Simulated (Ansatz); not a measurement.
Reaction (SMILES): N#N (N2) → 2 N atom
B3LYP-D3(BJ)/def2-TZVP geometries, fixed; electronic energies without zero-point terms.

Basis-set convergence of the atomisation energy at r2SCAN with Ansatz (a quantum-chemistry and plane-wave program). All functions are spherical. The program fits the integrals of some runs and decomposes those of others, by size. Open shells are unrestricted. No added dispersion term, no relativity. Functions are those of the species that has most. Reference: the value in aug-cc-pV5Z, 220.73 kcal/mol, itself unsure by roughly 0.13 kcal/mol (its mean distance from pcseg-4, aug-pcseg-3, aug-cc-pVQZ). Deviations are taken from unrounded values.

```json
[
 {"basis": "3-21G", "functions": "18", "atomisation energy (kcal/mol)": "177.12", "minus reference (kcal/mol)": "-43.61"},
 {"basis": "def2-SVP", "functions": "28", "atomisation energy (kcal/mol)": "217.51", "minus reference (kcal/mol)": "-3.22"},
 {"basis": "def2-SVPD", "functions": "40", "atomisation energy (kcal/mol)": "218.98", "minus reference (kcal/mol)": "-1.75"},
 {"basis": "aug-cc-pVDZ", "functions": "46", "atomisation energy (kcal/mol)": "213.41", "minus reference (kcal/mol)": "-7.32"},
 {"basis": "6-311++G(2d,2p)", "functions": "54", "atomisation energy (kcal/mol)": "217.24", "minus reference (kcal/mol)": "-3.49"},
 {"basis": "pcseg-2", "functions": "60", "atomisation energy (kcal/mol)": "219.98", "minus reference (kcal/mol)": "-0.75"},
 {"basis": "def2-TZVPP", "functions": "62", "atomisation energy (kcal/mol)": "219.68", "minus reference (kcal/mol)": "-1.05"},
 {"basis": "aug-cc-pVTZ", "functions": "92", "atomisation energy (kcal/mol)": "219.64", "minus reference (kcal/mol)": "-1.09"},
 {"basis": "cc-pVQZ", "functions": "110", "atomisation energy (kcal/mol)": "220.29", "minus reference (kcal/mol)": "-0.44"},
 {"basis": "def2-QZVPP", "functions": "114", "atomisation energy (kcal/mol)": "220.08", "minus reference (kcal/mol)": "-0.65"},
 {"basis": "cc-pV5Z", "functions": "182", "atomisation energy (kcal/mol)": "220.58", "minus reference (kcal/mol)": "-0.15"},
 {"basis": "pcseg-4", "functions": "202", "atomisation energy (kcal/mol)": "220.75", "minus reference (kcal/mol)": "0.02"},
 {"basis": "aug-cc-pV5Z", "functions": "254", "atomisation energy (kcal/mol)": "220.73", "minus reference (kcal/mol)": "0.00"}
]
```
